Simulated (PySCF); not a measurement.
## Computed data sheet: `C=C[N+](C)(C)C`

C₅H₁₂N (charge +1).
Z-matrix (Å and degrees, GFN2-xTB geometry), rows numbered from 1:
```
C 
C   1  1.3145
N   2  1.4681  1  126.45
C   3  1.4775  2  108.07  1  -121.88
C   3  1.4730  2  112.87  1    -1.14
C   3  1.4779  2  107.80  1   119.62
H   1  1.0762  2  119.21  3  -179.79
H   1  1.0753  2  125.17  3     0.18
H   2  1.0799  1  121.72  3   179.61
H   4  1.0888  3  110.08  2  -176.94
H   4  1.0889  3  109.87  2    62.93
H   4  1.0887  3  110.48  2   -56.89
H   5  1.0885  3  110.24  2   -59.58
H   5  1.0886  3  109.63  2  -179.04
H   5  1.0884  3  110.34  2    61.39
H   6  1.0889  3  110.13  2   179.48
H   6  1.0892  3  109.85  2   -60.47
H   6  1.0890  3  110.45  2    59.34
```

**GFN2-xTB geometry**

- Rotational constants A, B, C of the GFN2-xTB geometry: 4.733, 2.858, 2.800 GHz

**PBE0/pcSseg-1 ground state and GIAO shieldings, non-relativistic (PySCF)**

- HOMO energy: -13.06 eV
- LUMO energy: -4.75 eV
- HOMO–LUMO gap: 8.31 eV
- Lowest Hirshfeld atomic charge: -0.04 e on C1
- Highest Hirshfeld atomic charge: +0.11 e on N3
- 13C chemical shifts (computed TMS as zero) by class: 147.7 (C2), 124.8 (C1), 53.7 (C4/C5/C6) ppm
- 1H chemical shifts (computed TMS as zero) by class: 6.46 (H7), 6.24 (H9), 6.17 (H8), 3.26 (H10/H11/H12/H13/H14/H15/H16/H17/H18) ppm
- Isotropic shieldings of nuclei other than C and H, by class: 188 (N3) ppm
- Mayer bond orders between heavy atoms: C1–C2 2.04, C2–N3 0.81, N3–C4 0.87, N3–C5 0.87, N3–C6 0.87

Monoisotopic mass of the ion (most abundant isotopes, electron mass counted): 86.0964 u.

With B = h/(8π²I), that is 505.379 GHz u Å² over I, the principal moments of inertia are 106.8, 176.8 and 180.5 u Å² (most abundant isotopes); the inertial defect Ic − Ia − Ib is -103.1 u Å² (zero for a rigid planar frame, negative otherwise). The rotational constants are those of a nearly prolate symmetric top.

Geometry: GFN2-xTB; no solvent or vibrations. NMR classes are plain means over equivalent atoms (diastereotopic ones count apart unless rotation or inversion swaps them), as if these changed places fast; in this geometry the members of some classes differ.
